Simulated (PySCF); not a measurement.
Isomers of C6H12, one conformer each; single-point electronic energies without zero-point terms and without any empirical dispersion term.

All values: PBE0/pcSseg-1 (PySCF, non-relativistic), each on one gas-phase PBE0-D3(BJ)/def2-SVP geometry that isn't relaxed in the solvent. The solvent is an IEF-PCM continuum (cavity from Bondi-type radii × 1.2). Specific hydrogen bonds and non-electrostatic terms are outside this model.

```
                               isomer  relative energy, gas (kJ/mol)  dipole (D)
     2-methyl-1-pentene (`C=C(CCC)C`)                            0.0        0.56
2,3-dimethyl-1-butene (`C=C(C(C)C)C`)                            0.5        0.51
```

Problem. How do the relative energies look in chloroform (ε = 4.711)?

Solution. 
| isomer | relative energy, solvent (kJ/mol) | E(solvent) − E(gas) (kJ/mol) | dipole in solvent (D) |
| --- | --- | --- | --- |
| 2-methyl-1-pentene (`C=C(CCC)C`) | 0.0 | -4.8 | 0.77 |
| 2,3-dimethyl-1-butene (`C=C(C(C)C)C`) | 0.3 | -4.9 | 0.70 |

The order is unchanged. Conformers: `[CH2:1]=[C:2]([CH3:3])[CH2:4][CH2:5][CH3:6]` with C1–C2–C4–C5 -118°, C2–C4–C5–C6 60°; `[CH2:1]=[C:2]([CH3:3])[CH:4]([CH3:5])[CH3:6]` with C1–C2–C4–C5 112°. 2,3-dimethyl-1-butene (`C=C(C(C)C)C`) gains most from the continuum, while 2-methyl-1-pentene (`C=C(CCC)C`) has the largest gas-phase dipole. The gains span 0.1 kJ/mol, the gas-phase energies 0.5 kJ/mol.
